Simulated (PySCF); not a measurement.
Bonds broken one at a time in the series allyl-X. Gas-phase values, no solvent. One relaxed conformer stands for each flexible species; it need not be the lowest. Strings in code marks are SMILES.

Method: PBE0-D4/def2-TZVP in PySCF. 

| species | highest occupied spin orbital (eV) |
|---|---|
| radical fragment (`[F]`) | [?] |
| radical fragment (`[OH]`) | -9.09 |
| radical fragment (`[CH2]SC`) | -4.91 |
| radical fragment (`B[CH2]`) | -7.96 |
| whole molecule (`C=CCCO`) | – |
| whole molecule (`C(C[SeH])=C` (C–C–C–Se torsion -114°, C–C–Se–H torsion -71°)) | – |
| radical fragment (`[CH2][SeH]`) | -5.32 |
| radical fragment (`[C-]#[N+][CH2]`) | -7.05 |

Q: What belongs in the gaps?

A: 
- radical fragment (`[F]`), highest occupied spin orbital (eV): -12.46
